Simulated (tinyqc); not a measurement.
Worked calculation: coupled-perturbed Hartree-Fock on RHF in the sto-3g basis, for H2O, spin multiplicity 1. One step of it, computed by the program tinyqc.

Question. Coupled step 1. U_ai = -(mu_ai + sum_bj [4 (ai|bj) - (ab|ij) - (aj|bi)] U_bj) / (e_a - e_i); alpha = -4 sum U_ai mu_ai.

uncoupled U:
```
,i1,i2,i3,i4,i5
a6,-0.001991,0.046101,0.000000,0.416146,0.000000
a7,0.000000,0.000000,0.438625,0.000000,0.000000
```

dipole integrals <a|z|i> (bohr):
```
,i1,i2,i3,i4,i5
a6,0.041431,-0.084406,0.000000,-0.421232,0.000000
a7,0.000000,0.000000,-0.600118,0.000000,0.000000
```

orbital energies (hartree): MO1 -20.232556, MO2 -1.253038, MO3 -0.620730, MO4 -0.434383, MO5 -0.384518, MO6 0.577839, MO7 0.747451

Two-electron integrals over orbitals (pq|rs), unique and non-zero (hartree):
```
p,q,r,s,(pq|rs)
1,1,1,1,4.744609
2,1,1,1,-0.418471
2,1,2,1,0.058573
2,2,1,1,1.005685
2,2,2,1,-0.013445
2,2,2,2,0.724337
3,1,3,1,0.010678
3,2,3,1,0.017441
3,2,3,2,0.144055
3,3,1,1,0.790972
3,3,2,1,-0.004423
3,3,2,2,0.638814
3,3,3,3,0.626789
4,1,1,1,0.174347
4,1,2,1,-0.021539
4,1,2,2,0.015069
4,1,3,3,0.006077
4,1,4,1,0.027366
4,2,1,1,-0.125231
4,2,2,1,0.008764
4,2,2,2,0.000626
4,2,3,3,0.006747
4,2,4,1,0.020051
4,2,4,2,0.126104
4,3,3,1,-0.002980
4,3,3,2,0.021920
4,3,4,3,0.046532
4,4,1,1,1.004663
4,4,2,1,-0.013297
4,4,2,2,0.680068
4,4,3,3,0.595688
4,4,4,1,-0.011536
4,4,4,2,-0.104884
4,4,4,4,0.785454
5,1,5,1,0.026041
5,2,5,1,0.032591
5,2,5,2,0.145355
5,3,5,3,0.028311
5,4,5,1,-0.012754
5,4,5,2,-0.044766
5,4,5,4,0.054563
5,5,1,1,1.115337
5,5,2,1,-0.011765
5,5,2,2,0.747922
5,5,3,3,0.623828
5,5,4,1,0.004844
5,5,4,2,-0.067154
5,5,4,4,0.730786
5,5,5,5,0.880159
6,1,1,1,-0.239964
6,1,2,1,0.035854
6,1,2,2,-0.001939
6,1,3,3,-0.000146
6,1,4,1,-0.000340
6,1,4,2,0.019858
6,1,4,4,-0.018345
6,1,5,5,-0.006307
6,1,6,1,0.030465
6,2,1,1,0.305455
6,2,2,1,-0.006967
6,2,2,2,0.140187
6,2,3,3,0.071399
6,2,4,1,0.018278
6,2,4,2,0.022597
6,2,4,4,0.090978
6,2,5,5,0.157710
6,2,6,1,0.005873
6,2,6,2,0.100024
6,3,3,1,0.002784
6,3,3,2,-0.044960
6,3,4,3,-0.030136
6,3,6,3,0.076093
6,4,1,1,0.216177
6,4,2,1,-0.002043
6,4,2,2,0.097262
6,4,3,3,0.041948
6,4,4,1,0.003503
6,4,4,2,-0.024621
6,4,4,4,0.118195
6,4,5,5,0.114971
6,4,6,1,0.000602
6,4,6,2,0.062776
6,4,6,4,0.066548
6,5,5,1,0.015921
6,5,5,2,0.059812
6,5,5,4,-0.001323
6,5,6,5,0.038394
6,6,1,1,0.785743
6,6,2,1,-0.006975
6,6,2,2,0.604184
6,6,3,3,0.565841
6,6,4,1,0.020763
6,6,4,2,0.059410
6,6,4,4,0.543938
6,6,5,5,0.581512
6,6,6,1,0.007658
6,6,6,2,0.091243
6,6,6,4,0.044225
6,6,6,6,0.589201
7,1,3,1,0.015292
7,1,3,2,0.023356
7,1,4,3,-0.004425
7,1,6,3,0.003490
7,1,7,1,0.021957
7,2,3,1,0.014045
7,2,3,2,0.043107
7,2,4,3,-0.031669
7,2,6,3,0.034424
7,2,7,1,0.019030
7,2,7,2,0.062946
7,3,1,1,0.365810
7,3,2,1,-0.007408
7,3,2,2,0.144680
7,3,3,3,0.091135
7,3,4,1,-0.000679
7,3,4,2,-0.072137
7,3,4,4,0.163481
7,3,5,5,0.192540
7,3,6,1,-0.006646
7,3,6,2,0.077392
7,3,6,4,0.076229
7,3,6,6,0.038048
7,3,7,3,0.151029
7,4,3,1,-0.009094
7,4,3,2,-0.074257
7,4,4,3,0.002094
7,4,6,3,0.045959
7,4,7,1,-0.012828
7,4,7,2,-0.017406
7,4,7,4,0.066305
7,5,5,3,0.023851
7,5,7,5,0.024926
7,6,3,1,0.009336
7,6,3,2,0.100655
7,6,4,3,0.048633
7,6,6,3,-0.069892
7,6,7,1,0.012764
7,6,7,2,-0.007149
7,6,7,4,-0.057097
7,6,7,6,0.118612
7,7,1,1,0.876962
7,7,2,1,-0.009733
7,7,2,2,0.624302
7,7,3,3,0.607891
7,7,4,1,0.003867
7,7,4,2,-0.016649
7,7,4,4,0.610516
7,7,5,5,0.627690
7,7,6,1,-0.005485
7,7,6,2,0.069364
7,7,6,4,0.042969
7,7,6,6,0.561880
7,7,7,3,0.099680
7,7,7,7,0.620575
```

Give: U after step 1; polarisability.

Answer.

U after step 1:
```
,i1,i2,i3,i4,i5
a6,-0.0009,-0.0173,0.0000,0.4606,0.0000
a7,0.0000,0.0000,0.4183,0.0000,0.0000
```

polarisability = 1.7747 bohr^3
